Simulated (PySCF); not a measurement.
Coordinates in bohr (charge 0 multiplicity 2):
```
B    -0.4773    0.0000    1.3793
H     1.0015    0.0000    3.1115
O     0.1440    0.0000   -1.0555
H     1.9299    0.0000   -1.4301
```

Method: UPBE0/[B def2-TZVP, H def2-TZVP, O def2-TZVP], no relativity, density fitting, PySCF.

This geometry of HB(OH) is a stationary point at this level.

Question: What is the point group?

Answer: Cs.

Question: Is it a minimum?

Answer: Yes: all harmonic wavenumbers are real.

Question: Which band is strongest in the infrared?

Answer: 2538 cm⁻¹ (a'), 121 km/mol.

Question: What is the atomisation energy, with and without zero-point energy?

Answer: 1356 kJ/mol without, 1294 kJ/mol with.

Other isomers or separated fragments may lie lower. At this level a doublet minimum of Cs symmetry lies 7 kJ/mol below this structure.
